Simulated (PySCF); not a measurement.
**quartet AlF2: levels of theory compared**

We compute a comparison of 6 runs (U-wB97X-V/STO-6G, UB2PLYP/STO-6G, NEVPT2(5,5)/STO-6G, UCISD/STO-6G, ROCCSD(T)/STO-6G, FCI/STO-6G) of quartet AlF2. The job is set up through a Python script.

The results are computed with PySCF 2.14.0.

16 further runs of the same task are left out: 2 that didn't finish, 14 set aside as unsound or not needed.

## 1. The system as given

AlF2: 3 atoms, total charge 0, spin state quartet. As SMILES of the parent species, `[F][Al][F]`. The coordinates come from a PBE0-D4/def2-TZVP relaxation. That shape belongs to the parent species and isn't relaxed for this state.

Bond lengths: F1–Al2 1.647 Å, Al2–F3 1.647 Å. Angles: F1–Al2–F3 119.7°.

## 2. The energy at U-wB97X-V/STO-6G (run 1)

input.py reads:

```python
from pyscf import gto, dft

system = gto.Mole()
system.atom = 'F 0.533000 -1.361200 0.136400; Al 0.388700 0.275400 0.245200; F -0.932500 1.021000 -0.394800'
system.verbose = 3
system.max_memory = 1860
system.charge = 0
system.basis = 'sto-6g'
system.spin = 3
system.build()

calc0 = dft.UKS(system)
calc0.xc = 'wb97x-v'
calc0.conv_tol = 1e-10
calc0.grids.level = 5
calc0.nlcgrids.level = 1
calc0.kernel()
if not calc0.converged:
    calc0 = calc0.newton().run(calc0.mo_coeff, calc0.mo_occ)

etot = calc0.e_tot
print('E = %.10f Eh' % etot)
```

Started as:

```sh
$ OMP_NUM_THREADS=1 python input.py
```

The program printed:

```text
WARN: HOMO 0.143344197980536 >= LUMO -0.581153100646425

WARN: HOMO 0.0401003535673941 >= LUMO -0.00814518854753465

WARN: HOMO 0.0547563861182759 >= LUMO -0.0444432044142936

WARN: HOMO 0.0531428695839328 >= LUMO -0.0406125942105212

WARN: HOMO 0.0530558024808778 >= LUMO -0.0400125638686814

WARN: HOMO 0.0529916065429891 >= LUMO -0.0401160208153467

WARN: HOMO 0.0529763783962176 >= LUMO -0.0401404624979114

WARN: HOMO 0.0529773727451093 >= LUMO -0.0401287375787878

WARN: HOMO 0.0529766881331675 >= LUMO -0.0401146148666344

WARN: HOMO 0.0529751649736195 >= LUMO -0.0401060782482844

WARN: HOMO 0.0529763780972063 >= LUMO -0.0401117235813993

WARN: HOMO 0.0529757608944832 >= LUMO -0.0401103591989825

WARN: HOMO 0.0529758656528803 >= LUMO -0.040110692925299

converged SCF energy = -439.718999276139  <S^2> = 3.7550055  2S+1 = 4.002502
E = -439.7189992761 Eh
```

Run time: 20 s. Hardware: 1 thread of Arm Neoverse V1, shared host; peak memory 0.2 GiB.

## 3. The energy at UB2PLYP/STO-6G (run 2)

job.py reads:

```python
from pyscf import gto, dft, mp

mol = gto.M(
    atom='''
F      1.007224    -2.572295     0.257759
Al     0.734537     0.520431     0.463361
F     -1.762170     1.929410    -0.746064
''',
    verbose=3,
    basis='sto-6g',
    unit='bohr',
    spin=3,
    max_memory=1860,
    charge=0,
)

mf = dft.UKS(mol)
mf.xc = '0.53*HF + 0.47*B88, 0.73*LYP'
mf.conv_tol = 1e-10
mf.grids.level = 5
mf.kernel()
if not mf.converged:
    mf = mf.newton().run(mf.mo_coeff, mf.mo_occ)

pt = mp.MP2(mf, frozen=7).run()
e_final = mf.e_tot + 0.27 * pt.e_corr
print('PT2 part  %.8f' % (0.27 * pt.e_corr))
print('E = %.10f Eh' % e_final)
```

Started as:

```sh
$ OMP_NUM_THREADS=1 python job.py
```

The program printed:

```text
WARN: HOMO 0.122605876708299 >= LUMO -0.587777256876223

WARN: HOMO 0.0758573149452632 >= LUMO -0.0220067808761546

WARN: HOMO 0.0909016982897 >= LUMO -0.0531534135958328

WARN: HOMO 0.0897042177315964 >= LUMO -0.0488797812026281

WARN: HOMO 0.0897912674994763 >= LUMO -0.0477189321671061

WARN: HOMO 0.0898042974710098 >= LUMO -0.0473951294444951

WARN: HOMO 0.0898382905314984 >= LUMO -0.0464451225647087

WARN: HOMO 0.0900124344730741 >= LUMO -0.0453955507046662

WARN: HOMO 0.0900316883067513 >= LUMO -0.0466678828010781

WARN: HOMO 0.0900415721068335 >= LUMO -0.046204112199937

WARN: HOMO 0.0900415377076648 >= LUMO -0.0463102685986759

WARN: HOMO 0.0900417122786107 >= LUMO -0.0463061153693535

WARN: HOMO 0.0900416511905983 >= LUMO -0.0463064638793

converged SCF energy = -439.4485442695  <S^2> = 3.7635893  2S+1 = 4.0067889
E(UMP2) = -439.522805228123  E_corr = -0.0742609586226497
E(SCS-UMP2) = -439.514345550888  E_corr = -0.0658012813877845
PT2 part  -0.02005046
E = -439.4685947283 Eh
```

Wall time 5.1 s (1 thread of Arm Neoverse V1, shared host); peak memory 0.2 GiB.

Runs 3 to 5 aren't shown in full; the table further down has their settings and results.

## 4. A single-point energy at FCI/STO-6G (run 6)

input.xyz reads:

```xyz
3
AlF2
F      0.533000    -1.361200     0.136400
Al     0.388700     0.275400     0.245200
F     -0.932500     1.021000    -0.394800
```

calc.py reads:

```python
from pyscf import gto, mcscf

mol = gto.M(
    atom='input.xyz',
    spin=3,
    basis='sto-6g',
    max_memory=1860,
    verbose=4,
)

myscf = mol.ROHF()
myscf.conv_tol = 1e-10
myscf.kernel()
if not myscf.converged:
    myscf = myscf.newton().run(myscf.mo_coeff, myscf.mo_occ)

cas = mcscf.CASCI(myscf, myscf.mo_coeff.shape[-1] - 7, (mol.nelec[0] - 7, mol.nelec[1] - 7))  # full CI above the frozen core
cas.fix_spin_(ss=3.75)
cas.kernel()
etot = cas.e_tot
print('E(%s) = %.9f' % ('FCI', etot))
```

Started as:

```sh
$ OMP_NUM_THREADS=1 python calc.py
```

The program printed:

```text
PySCF version 2.14.0

[... 71 lines left out ...]
converged SCF energy = -438.593929514819
[... 1 line left out ...]
******** <class 'pyscf.mcscf.casci.CASCI'> ********
CAS (10e+7e, 12o), ncore = 7, nvir = 0
natorb = False
canonicalization = True
sorting_mo_energy = False
******** <class 'pyscf.fci.addons.SpinPenaltyFCISolver'> ********
max. cycles = 200
conv_tol = 1e-08
davidson only = True
linear dependence = 1e-12
level shift = 0.001
max iter space = 12
nroots = 1
pspace_size = 400
spin = None
Density matrix diagonal elements [1.99803845 1.99774406 1.97941862 1.90468162 1.99716745 1.99354853
 1.90590268 1.12264306 1.01322155 1.00831188 0.04348114 0.03584097]
CASCI converged
CASCI E = -438.679020791937  E(CI) = -71.1997155883410  S^2 = 3.7500000
E(FCI) = -438.679020792
```

Wall time 2.5 s (1 thread of Arm Neoverse V1, shared host); peak memory 0.13 GiB.

## 5. All runs side by side

| run | level | nlc grid | frozen core orbitals | energy (Eh) | dipole moment (D) of the reference | ⟨S²⟩ | wall time |
| --- | --- | --- | --- | --- | --- | --- | --- |
| 1 | U-wB97X-V/STO-6G | 1 | – | -439.718999 | 0.12 | 3.755 | 20 s |
| 2 | UB2PLYP/STO-6G | – | 7 | -439.468595 | 0.09 | 3.764 | 5.1 s |
| 3 | NEVPT2(5,5)/STO-6G | – | – | -438.669041 | 0.33 | – | 2.1 s |
| 4 | UCISD/STO-6G | – | 7 | -438.673003 | 0.28 | 3.803 | 1.1 s |
| 5 | ROCCSD(T)/STO-6G | – | 7 | -438.676888 | 0.33 | 3.750 | 1.2 s |
| 6 | FCI/STO-6G | – | 7 | -438.679021 | 0.33 | – | 2.5 s |

## 6. Outcome

| quantity | value |
| --- | --- |
| run 6: total energy | -438.67902 Eh |
| run 6: dipole moment (Hartree–Fock density) | 0.33 D |
| run 6: correlation energy (7 core orbitals frozen) | -85.1 mEh |

In words: Against full CI in this basis: UCISD +6.0 mEh; ROCCSD(T) +2.1 mEh. Totals of different functionals can't be ranked against each other. In runs 1, 2, 3, 4, 5, 6 the basis is minimal, so the values are rough. All runs together took 32 s, the longest 20 s.
